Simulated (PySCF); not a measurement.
# Core binding energy against partial charge

1-chloro-2-butyne, C₄H₅Cl.
SMILES with atom numbers: `[CH3:1][C:2]#[C:3][CH2:4][Cl:5]`

Structure used (PBE0-D3(BJ)/def2-SVP), in Å, numbered top down from 1:
```xyz
10
C4H5Cl angstrom
C     -1.9089    0.4271    0.2016
C     -0.4684    0.2484    0.1506
C      0.7349    0.1087    0.1163
C      2.1699   -0.0737    0.0636
Cl     3.0697    1.2067    0.9538
H     -2.4259   -0.5397    0.3040
H     -2.1931    1.0517    1.0628
H     -2.2842    0.9176   -0.7098
H      2.4657   -1.0334    0.5109
H      2.5358   -0.0505   -0.9729
```

Binding energies: delta-SCF UKS SCAN, pcX-2 on the ionised atom, pcseg-1 elsewhere, spin-free X2C in PySCF. Charges: PBE0/pcSseg-1 ground-state density, for the ionised atom.

```csv
atom,environment,C 1s (eV),Mulliken (e),IAO (e),Hirshfeld (e),ESP (e)
C3,alkyne carbon,290.45,-0.048,-0.084,-0.078,-0.053
C2,alkyne carbon,290.60,-0.181,-0.023,-0.039,+0.029
C1,propargylic carbon,291.82,-0.216,-0.428,-0.091,-0.472
C4,sp3 C–Cl carbon,292.97,-0.239,-0.245,-0.019,-0.362
```

How well does each charge scheme correlate with the binding energies over these sites?

Hirshfeld: r = 0.42, slope 14.8 eV per e; IAO: r = -0.65, slope -4.2 eV per e; Mulliken: r = -0.78, slope -10.7 eV per e; ESP: r = -0.81, slope -4.0 eV per e. On 4 points no scheme stands out.

The point-charge model writes a binding energy as kq + V + constant, with V the potential of the other atoms' charges at the site. What does it give with the ESP charges?

V = Σ 14.40 eV Å × q/r over all other atoms: -1.03 eV at C3, -2.13 eV at C2, +6.70 eV at C1, +4.50 eV at C4. Fitting binding energy − V to q gives k = 13.8 eV per e and leaves an rms residual of 0.66 eV, against 0.60 eV for the fit on q alone. The model has no term for differences in relaxation between sites.

Geometry: PBE0-D3(BJ)/def2-SVP; no solvent, vibrations or thermal averaging.
